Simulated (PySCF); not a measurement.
# HF/6-31+G(d) (spherical functions) run of [PO2]+ (SMILES O=[P+]=O)

What is the vertical ionisation energy of [PO2]+ at HF/6-31+G* (spherical functions)? 

The results are computed with PySCF 2.14.0.

## 1. Starting point

The species is [PO2]+ (3 atoms), meant as a singlet with charge +1. SMILES: `O=[P+]=O`. Geometry: relaxed at GFN2-xTB.

Bond lengths: O1–P2 1.407 Å, P2–O3 1.408 Å. Angles: O1–P2–O3 179.9°.

## 2. The energy at HF/6-31+G(d) (spherical functions)

File run.py:

```python
from pyscf import gto

mol = gto.M(
    atom='''
O        0.792290       1.025900       0.548180
P        0.000230      -0.000210       0.000340
O       -0.792520      -1.025690      -0.548520
''',
    max_memory=1860,
    verbose=3,
    basis='6-31+g*',
    charge=1,
)

mf = mol.RHF()
mf.conv_tol = 1e-10
mf.kernel()
if not mf.converged:
    mf = mf.newton().run(mf.mo_coeff, mf.mo_occ)

e_final = mf.e_tot
print('E(%s) = %.9f' % ('HF', e_final))
```

Launch:

```console
OMP_NUM_THREADS=1 python run.py
```

Output:

```text
converged SCF energy = -490.027487891713
E(HF) = -490.027487892
```

Run time: 0.97 s. Hardware: 1 thread of Arm Neoverse V1, shared host; peak memory 0.13 GiB.

## 3. Doublet [PO2]2+, same level

File job.py:

```python
from pyscf import gto

system = gto.M(
    atom='''
O      1.497211     1.938670     1.035910
P      0.000435    -0.000397     0.000643
O     -1.497646    -1.938273    -1.036553
''',
    spin=1,
    max_memory=1860,
    basis='6-31+g*',
    verbose=4,
    unit='bohr',
    charge=2,
)

mf = system.UHF()
mf.conv_tol = 1e-10
mf.kernel()
if not mf.converged:
    mf = mf.newton().run(mf.mo_coeff, mf.mo_occ)

etot = mf.e_tot
print('E(%s) = %.9f' % ('HF', etot))
```

Launch:

```console
OMP_NUM_THREADS=1 python job.py
```

Output:

```text
PySCF version 2.14.0

[INPUT] num. atoms = 3
[INPUT] num. electrons = 29
[INPUT] charge = 2
[INPUT] spin (= nelec alpha-beta = 2S) = 1
[INPUT] symmetry False subgroup None
[INPUT] Mole.unit = bohr
[INPUT] Symbol           X                Y                Z      unit          X                Y                Z       unit  Magmom
[INPUT]  1 O      0.792289941139   1.025899983494   0.548179964564 AA    1.497211000000   1.938670000000   1.035910000000 Bohr   0.0
[INPUT]  2 P      0.000230192087  -0.000210083353   0.000340260947 AA    0.000435000000  -0.000397000000   0.000643000000 Bohr   0.0
[INPUT]  3 O     -0.792520133225  -1.025689900142  -0.548520225511 AA   -1.497646000000  -1.938273000000  -1.036553000000 Bohr   0.0

nuclear repulsion = 102.269075863165
number of shells = 26
number of NR pGTOs = 117
number of NR cGTOs = 58
basis = 6-31+g*
ecp = {}

[... 19 lines left out ...]
WARN: beta  nocc = 14  HOMO -0.530510047696306 >= LUMO -0.530510033567849
[... 90 lines left out ...]
converged SCF energy = -489.252365033732  <S^2> = 1.0961376  2S+1 = 2.3204634
E(HF) = -489.252365034
```

Wall time 1.3 s (1 thread of Arm Neoverse V1, shared host); peak memory 0.13 GiB.

## 4. Summary of results

At HF/6-31+G* (spherical functions):

```
                                            quantity          value
                        singlet [PO2]+: total energy  -490.02749 Eh
                         singlet [PO2]+: HOMO energy      -23.64 eV
                         singlet [PO2]+: LUMO energy       -8.39 eV
                       singlet [PO2]+: HOMO–LUMO gap       15.24 eV
                       doublet [PO2]2+: total energy  -489.25237 Eh
 doublet [PO2]2+: HOMO energy (highest over α and β)      -30.94 eV
  doublet [PO2]2+: LUMO energy (lowest over α and β)      -18.96 eV
                               doublet [PO2]2+: ⟨S²⟩          1.096
vertical ionisation energy (to the doublet dication)      21.092 eV
```

**Reading.** The vertical ionisation energy comes to 21.09 eV (2035 kJ/mol). −ε(HOMO) before ionisation, 23.64 eV, is 2.54 eV above this ionisation energy. ⟨S²⟩ (doublet [PO2]2+) is 1.10 where a pure doublet has 0.75: the reference is spin-contaminated. Mulliken charges (doublet [PO2]2+) run from -0.13 on O1 to +2.25 on P2; in a basis this large or diffuse they mean little.
